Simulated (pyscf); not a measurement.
`[CH3][Zn][OH]` + `[H]` [doublet] -> `[CH4]` + `[OH][Zn]` [doublet], a substitution at C (doublet surface; C–Zn broken, C–H formed). Optimised with ωB97X-D3(BJ)/def2-SVP in PySCF. Energies in kcal/mol from the separated reactants.

Small-basis levels: PySCF, no dispersion term, spherical d functions. AM1 to PM7: differences of heats of formation from MOPAC. GFN2-xTB: tblite. Open shells are spin-unrestricted. 

```json
[
 {"level": "B3LYP/6-31G*+LANL2DZ", "barrier": "6.7", "reaction energy": "-48.3"},
 {"level": "M06-2X/6-31G*+LANL2DZ", "barrier": "11.0", "reaction energy": "-45.3"},
 {"level": "B3LYP/6-311+G**+LANL2DZ", "barrier": "5.7", "reaction energy": "-48.4"},
 {"level": "PBE/def2-SVP", "barrier": "9.8", "reaction energy": "-31.0"},
 {"level": "B3LYP/def2-SVP", "barrier": "11.7", "reaction energy": "-36.7"},
 {"level": "GFN2-xTB", "barrier": "11.5", "reaction energy": "-46.4"},
 {"level": "PM7", "barrier": "17.1", "reaction energy": "-13.4"},
 {"level": "ωB97M-D3(BJ)/def2-TZVP", "barrier": "16.6", "reaction energy": "-35.2"}
]
```

Against the last row the barrier runs from -10.9 (B3LYP/6-311+G**+LANL2DZ) to +0.5 kcal/mol (PM7). ωB97M-D3(BJ)/def2-TZVP has limits of its own. Abstraction by the radical was not located in this set and often lies lower. One saddle was located; it need not be the lowest between these sides. The angle at the attacked C is 178°. In the def2 sets elements up to Kr have no core potential.
